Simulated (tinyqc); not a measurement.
Worked calculation: RKS/BLYP in the sto-3g basis, for H2O, spin multiplicity 1. One step of it, computed by the program tinyqc.

Question. Iteration 2: building the Kohn-Sham matrix. J_ij = sum D_kl (ij|kl); F = H + J + V_xc; E = tr D H + tr D J / 2 + E_xc + E_nn.

D after iteration 1:
```
,1O 1s,1O 2s,1O 2px,1O 2py,1O 2pz,2H 1s,3H 1s
1O 1s,2.126610,-0.552274,0.000000,0.000000,-0.034751,0.093937,0.093937
1O 2s,-0.552274,2.441260,0.000000,0.000000,0.135314,-0.583746,-0.583746
1O 2px,0.000000,0.000000,2.000000,0.000000,0.000000,0.000000,0.000000
1O 2py,0.000000,0.000000,0.000000,0.014981,0.000000,0.125945,-0.125945
1O 2pz,-0.034751,0.135314,0.000000,0.000000,0.018869,0.067048,0.067048
2H 1s,0.093937,-0.583746,0.000000,0.125945,0.067048,2.067540,-0.050135
3H 1s,0.093937,-0.583746,0.000000,-0.125945,0.067048,-0.050135,2.067540
```

core Hamiltonian H = T + V (hartree):
```
,1O 1s,1O 2s,1O 2px,1O 2py,1O 2pz,2H 1s,3H 1s
1O 1s,-32.404448,-7.537895,0.000000,0.000000,-0.010143,-0.703992,-0.703992
1O 2s,-7.537895,-9.032295,0.000000,0.000000,-0.127119,-1.854057,-1.854057
1O 2px,0.000000,0.000000,-7.203450,0.000000,0.000000,0.000000,0.000000
1O 2py,0.000000,0.000000,0.000000,-7.266105,0.000000,-1.120282,1.120282
1O 2pz,-0.010143,-0.127119,0.000000,0.000000,-7.247215,-0.961710,-0.961710
2H 1s,-0.703992,-1.854057,0.000000,-1.120282,-0.961710,-3.855515,-0.562184
3H 1s,-0.703992,-1.854057,0.000000,1.120282,-0.961710,-0.562184,-3.855515
```

Two-electron integrals (ij|kl) in chemists' order, unique and non-zero (hartree):
```
i,j,k,l,(ij|kl)
1,1,1,1,4.785065
2,1,1,1,0.741380
2,1,2,1,0.136873
2,2,1,1,1.118947
2,2,2,1,0.256633
2,2,2,2,0.817206
3,1,3,1,0.024477
3,2,3,1,0.037809
3,2,3,2,0.180518
3,3,1,1,1.115814
3,3,2,1,0.256684
3,3,2,2,0.817023
3,3,3,3,0.880159
4,1,4,1,0.024477
4,2,4,1,0.037809
4,2,4,2,0.180518
4,3,4,3,0.047444
4,4,1,1,1.115814
4,4,2,1,0.256684
4,4,2,2,0.817023
4,4,3,3,0.785270
4,4,4,4,0.880159
5,1,5,1,0.024477
5,2,5,1,0.037809
5,2,5,2,0.180518
5,3,5,3,0.047444
5,4,5,4,0.047444
5,5,1,1,1.115814
5,5,2,1,0.256684
5,5,2,2,0.817023
5,5,3,3,0.785270
5,5,4,4,0.785270
5,5,5,5,0.880159
6,1,1,1,0.069323
6,1,2,1,0.012706
6,1,2,2,0.023728
6,1,3,3,0.023686
6,1,4,1,0.000423
6,1,4,2,0.000803
6,1,4,4,0.023763
6,1,5,1,0.000353
6,1,5,2,0.000671
6,1,5,4,0.000065
6,1,5,5,0.023740
6,1,6,1,0.001193
6,2,1,1,0.199203
6,2,2,1,0.046396
6,2,2,2,0.167603
6,2,3,3,0.164598
6,2,4,1,0.002635
6,2,4,2,0.021749
6,2,4,4,0.169805
6,2,5,1,0.002202
6,2,5,2,0.018177
6,2,5,4,0.004351
6,2,5,5,0.168235
6,2,6,1,0.004397
6,2,6,2,0.045781
6,3,3,1,0.004463
6,3,3,2,0.027379
6,3,4,3,0.004303
6,3,5,3,0.003596
6,3,6,3,0.005967
6,4,1,1,0.120501
6,4,2,1,0.028394
6,4,2,2,0.109619
6,4,3,3,0.104908
6,4,4,1,0.005842
6,4,4,2,0.040479
6,4,4,4,0.116694
6,4,5,1,0.001153
6,4,5,2,0.010949
6,4,5,4,0.006254
6,4,5,5,0.107129
6,4,6,1,0.002785
6,4,6,2,0.036489
6,4,6,4,0.034757
6,5,1,1,0.100710
6,5,2,1,0.023731
6,5,2,2,0.091616
6,5,3,3,0.087678
6,5,4,1,0.001153
6,5,4,2,0.010949
6,5,4,4,0.090336
6,5,5,1,0.005426
6,5,5,2,0.036529
6,5,5,4,0.006524
6,5,5,5,0.096727
6,5,6,1,0.002328
6,5,6,2,0.030496
6,5,6,4,0.024061
6,5,6,5,0.026077
6,6,1,1,0.391364
6,6,2,1,0.092563
6,6,2,2,0.385564
6,6,3,3,0.372253
6,6,4,1,0.005721
6,6,4,2,0.067295
6,6,4,4,0.395537
6,6,5,1,0.004782
6,6,5,2,0.056242
6,6,5,4,0.019460
6,6,5,5,0.388517
6,6,6,1,0.008803
6,6,6,2,0.144009
6,6,6,4,0.131498
6,6,6,5,0.109901
6,6,6,6,0.774606
7,1,1,1,0.069323
7,1,2,1,0.012706
7,1,2,2,0.023728
7,1,3,3,0.023686
7,1,4,1,-0.000423
7,1,4,2,-0.000803
7,1,4,4,0.023763
7,1,5,1,0.000353
7,1,5,2,0.000671
7,1,5,4,-0.000065
7,1,5,5,0.023740
7,1,6,1,0.001178
7,1,6,2,0.004272
7,1,6,4,0.002519
7,1,6,5,0.002265
7,1,6,6,0.008522
7,1,7,1,0.001193
7,2,1,1,0.199203
7,2,2,1,0.046396
7,2,2,2,0.167603
7,2,3,3,0.164598
7,2,4,1,-0.002635
7,2,4,2,-0.021749
7,2,4,4,0.169805
7,2,5,1,0.002202
7,2,5,2,0.018177
7,2,5,4,-0.004351
7,2,5,5,0.168235
7,2,6,1,0.004272
7,2,6,2,0.035668
7,2,6,4,0.020005
7,2,6,5,0.023067
7,2,6,6,0.088986
7,2,7,1,0.004397
7,2,7,2,0.045781
7,3,3,1,0.004463
7,3,3,2,0.027379
7,3,4,3,-0.004303
7,3,5,3,0.003596
7,3,6,3,0.004461
7,3,7,3,0.005967
7,4,1,1,-0.120501
7,4,2,1,-0.028394
7,4,2,2,-0.109619
7,4,3,3,-0.104908
7,4,4,1,0.005842
7,4,4,2,0.040479
7,4,4,4,-0.116694
7,4,5,1,-0.001153
7,4,5,2,-0.010949
7,4,5,4,0.006254
7,4,5,5,-0.107129
7,4,6,1,-0.002519
7,4,6,2,-0.020005
7,4,6,4,-0.007140
7,4,6,5,-0.012741
7,4,6,6,-0.047503
7,4,7,1,-0.002785
7,4,7,2,-0.036489
7,4,7,4,0.034757
7,5,1,1,0.100710
7,5,2,1,0.023731
7,5,2,2,0.091616
7,5,3,3,0.087678
7,5,4,1,-0.001153
7,5,4,2,-0.010949
7,5,4,4,0.090336
7,5,5,1,0.005426
7,5,5,2,0.036529
7,5,5,4,-0.006524
7,5,5,5,0.096727
7,5,6,1,0.002265
7,5,6,2,0.023067
7,5,6,4,0.012741
7,5,6,5,0.019161
7,5,6,6,0.062370
7,5,7,1,0.002328
7,5,7,2,0.030496
7,5,7,4,-0.024061
7,5,7,5,0.026077
7,6,1,1,0.054264
7,6,2,1,0.012776
7,6,2,2,0.050860
7,6,3,3,0.049614
7,6,4,4,0.050486
7,6,5,1,0.000898
7,6,5,2,0.009192
7,6,5,5,0.052425
7,6,6,1,0.001200
7,6,6,2,0.014249
7,6,6,4,0.009997
7,6,6,5,0.010725
7,6,6,6,0.049979
7,6,7,1,0.001200
7,6,7,2,0.014249
7,6,7,4,-0.009997
7,6,7,5,0.010725
7,6,7,6,0.005993
7,7,1,1,0.391364
7,7,2,1,0.092563
7,7,2,2,0.385564
7,7,3,3,0.372253
7,7,4,1,-0.005721
7,7,4,2,-0.067295
7,7,4,4,0.395537
7,7,5,1,0.004782
7,7,5,2,0.056242
7,7,5,4,-0.019460
7,7,5,5,0.388517
7,7,6,1,0.008522
7,7,6,2,0.088986
7,7,6,4,0.047503
7,7,6,5,0.062370
7,7,6,6,0.256433
7,7,7,1,0.008803
7,7,7,2,0.144009
7,7,7,4,-0.131498
7,7,7,5,0.109901
7,7,7,6,0.049979
7,7,7,7,0.774606
```

nuclear repulsion = 6.57067297 hartree

V_xc (hartree):
```
,1O 1s,1O 2s,1O 2px,1O 2py,1O 2pz,2H 1s,3H 1s
1O 1s,-3.101719,-0.409731,0.000000,0.000000,-0.001941,-0.038675,-0.038675
1O 2s,-0.409731,-0.690056,0.000000,0.000000,-0.024241,-0.142820,-0.142820
1O 2px,0.000000,0.000000,-0.768318,0.000000,0.000000,0.000000,0.000000
1O 2py,0.000000,0.000000,0.000000,-0.644202,0.000000,-0.096845,0.096845
1O 2pz,-0.001941,-0.024241,0.000000,0.000000,-0.639048,-0.085088,-0.085088
2H 1s,-0.038675,-0.142820,0.000000,-0.096845,-0.085088,-0.531423,-0.045735
3H 1s,-0.038675,-0.142820,0.000000,0.096845,-0.085088,-0.045735,-0.531423
```

E_xc = sum of w rho eps_xc = -8.87338490 hartree

Give: Coulomb J; Kohn-Sham matrix F; total energy of this density.

Answer.

Coulomb J (hartree):
```
,1O 1s,1O 2s,1O 2px,1O 2py,1O 2pz,2H 1s,3H 1s
1O 1s,15.620,2.873,0.000,0.000,0.025,0.268,0.268
1O 2s,2.873,7.039,0.000,0.000,0.251,1.529,1.529
1O 2px,0.000,0.000,7.106,0.000,0.000,0.000,0.000
1O 2py,0.000,0.000,0.000,7.008,0.000,1.029,-1.029
1O 2pz,0.025,0.251,0.000,0.000,6.980,0.908,0.908
2H 1s,0.268,1.529,0.000,1.029,0.908,4.370,0.510
3H 1s,0.268,1.529,0.000,-1.029,0.908,0.510,4.370
```

Kohn-Sham matrix F (hartree):
```
,1O 1s,1O 2s,1O 2px,1O 2py,1O 2pz,2H 1s,3H 1s
1O 1s,-19.887,-5.075,0.000,0.000,0.013,-0.475,-0.475
1O 2s,-5.075,-2.683,0.000,0.000,0.100,-0.467,-0.467
1O 2px,0.000,0.000,-0.866,0.000,0.000,0.000,0.000
1O 2py,0.000,0.000,0.000,-0.902,0.000,-0.189,0.189
1O 2pz,0.013,0.100,0.000,0.000,-0.906,-0.138,-0.138
2H 1s,-0.475,-0.467,0.000,-0.189,-0.138,-0.017,-0.098
3H 1s,-0.475,-0.467,0.000,0.189,-0.138,-0.098,-0.017
```

total energy of this density = -73.74157 hartree
